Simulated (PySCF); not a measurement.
**CH2F (SMILES [CH2]F): UMP2/STO-3G**

What is the vertical doublet–quartet gap of CH2F at UMP2/STO-3G? Input form: a Python script.

The calculation is run with PySCF 2.14.0.

11 further runs of the same task are left out: 3 that didn't finish, 8 set aside as unsound or not needed.

### 1 The system as given

The species is CH2F (4 atoms), meant as a doublet with charge 0. SMILES: `[CH2]F`. Geometry: relaxed at PBE0-D4/def2-TZVP.

Bond lengths: C1–F2 1.331 Å, C1–H3 1.082 Å, C1–H4 1.082 Å. Angles: F2–C1–H3 115.1°, F2–C1–H4 115.1°, H3–C1–H4 124.6°.

### 2 The energy at UMP2/STO-3G

run.py reads:

```python
from pyscf import gto, scf, mp

mol = gto.M(
    atom='''
C     -0.056881    -0.108848    -0.247743
F      1.795240     1.311470     0.688994
H     -1.789382     0.892518    -0.666128
H      0.051023    -2.095139     0.224877
''',
    max_memory=1860,
    spin=1,
    charge=0,
    basis='sto-3g',
    unit='bohr',
    verbose=3,
)

mf = scf.UHF(mol)
mf.conv_tol = 1e-10
mf.kernel()
if not mf.converged:
    mf = mf.newton().run(mf.mo_coeff, mf.mo_occ)

pt = mp.MP2(mf, frozen=2).run()
e_tot = pt.e_tot
print('E = %.10f Eh' % e_tot)
```

Launch:

```
$ OMP_NUM_THREADS=1 python run.py
```

Log:

```text
converged SCF energy = -136.533336866691  <S^2> = 0.76084556  2S+1 = 2.0108163
E(UMP2) = -136.58830269346  E_corr = -0.0549658267695449
E(SCS-UMP2) = -136.593518086374  E_corr = -0.0601812196833935
E = -136.5883026935 Eh
```

Run time: 0.75 s. Hardware: 1 thread of Arm Neoverse V1, shared host; peak memory 0.11 GiB.

### 3 The quartet, same level

input.xyz reads:

```xyz
4
CH2F
C     -0.030100    -0.057600    -0.131100
F      0.950000     0.694000     0.364600
H     -0.946900     0.472300    -0.352500
H      0.027000    -1.108700     0.119000
```

job.py reads:

```python
from pyscf import gto, scf, mp

system = gto.Mole()
system.atom = 'input.xyz'
system.spin = 3
system.max_memory = 1860
system.verbose = 3
system.basis = 'sto-3g'
system.build()

hf = scf.UHF(system)
hf.conv_tol = 1e-10
hf.kernel()
if not hf.converged:
    hf = hf.newton().run(hf.mo_coeff, hf.mo_occ)

pt = mp.MP2(hf, frozen=2).run()
energy = pt.e_tot
print('E(%s) = %.9f' % ('MP2', energy))
```

Launch:

```
$ OMP_NUM_THREADS=1 python job.py
```

Log:

```text
WARN: HOMO 0.424377572593753 >= LUMO -0.388340629113848

WARN: HOMO 0.150284891703356 >= LUMO 0.0887280534372896

converged SCF energy = -136.104172626682  <S^2> = 3.757161  2S+1 = 4.0035789
E(UMP2) = -136.133566433284  E_corr = -0.0293938066023258
E(SCS-UMP2) = -136.136285786054  E_corr = -0.0321131593729078
E(MP2) = -136.133566433
```

Wall time 0.74 s (1 thread of Arm Neoverse V1, shared host); peak memory 0.11 GiB.

### 4 Results

Level: UMP2/STO-3G, 2 core orbitals frozen.

```
                                                           quantity          value
                                              doublet: total energy  -136.58830 Eh
                      doublet: dipole moment (Hartree–Fock density)         0.91 D
doublet: HOMO energy (Hartree–Fock orbitals) (highest over α and β)       -8.43 eV
 doublet: LUMO energy (Hartree–Fock orbitals) (lowest over α and β)        8.72 eV
               doublet: correlation energy (2 core orbitals frozen)      -55.0 mEh
                         doublet: ⟨S²⟩ of the reference determinant          0.761
                                              quartet: total energy  -136.13357 Eh
                      quartet: dipole moment (Hartree–Fock density)         1.40 D
quartet: HOMO energy (Hartree–Fock orbitals) (highest over α and β)        0.78 eV
 quartet: LUMO energy (Hartree–Fock orbitals) (lowest over α and β)        6.20 eV
               quartet: correlation energy (2 core orbitals frozen)      -29.4 mEh
                         quartet: ⟨S²⟩ of the reference determinant          3.757
                   vertical energy of the quartet above the doublet      12.374 eV
```

**Reading.** At this shape the quartet lies 12.37 eV (285 kcal/mol) above the doublet. In a minimal basis such a difference can be off by several eV, whatever the method. Mulliken charges (doublet) of the mean-field density run from -0.14 on F2 to +0.06 on H3.
